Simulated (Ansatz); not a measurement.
The cluster Mg₃H₆⁻. Charge -1, multiplicity 2. Geometry r2SCAN-D4/def2-TZVP, that of the neutral singlet; atoms count from 1.

Cartesian coordinates in Å:
```
Mg 0.333 1.401 -0.694
Mg 0.555 -1.189 -1.002
Mg -0.760 0.328 1.428
H -0.427 2.155 0.714
H 0.772 -2.843 -1.338
H 1.047 0.457 -2.008
H -1.500 -0.224 2.858
H 1.013 -0.019 0.560
H -1.033 -0.067 -0.517
```

The highest occupied level of the charge -1 doublet lies above zero (up to 0.80 eV). By energy differences its removal costs 0.73 eV (vertical, to the charge 0 singlet, at PBE0-D4/def2-TZVPD); a positive level beside a positive removal energy at the same level points to self-interaction error. The structure comes from a short search, and lower isomers may exist.

(1) Estimate the Mulliken populations from the PBE0/def2-TZVPD orbitals of Ansatz.

(2) Where does the spin sit?

(3) And the Mayer bond orders between bonded heavy atoms (over 0.3)?

Answers

(1) 
```tsv
atom	charge (e)	spin (α − β)
Mg1	-0.01	0.63
Mg2	0.21	0.08
Mg3	0.21	0.08
H4	-0.26	0.12
H5	-0.22	0.01
H6	-0.26	0.12
H7	-0.22	0.01
H8	-0.23	-0.02
H9	-0.23	-0.02
```
Mulliken values and Mayer orders depend strongly on the basis. With diffuse functions, as here, like atoms can get unlike values, and bond orders can come out too low or too high.

(2) Summed by element: Mg 0.79, H 0.21, of 1 unpaired in all. Largest on single atoms: Mg1 0.63, H6 0.12, H4 0.12.

(3) Mg1–Mg2 0.35 (2.62 Å); Mg1–Mg3 0.35 (2.62 Å).
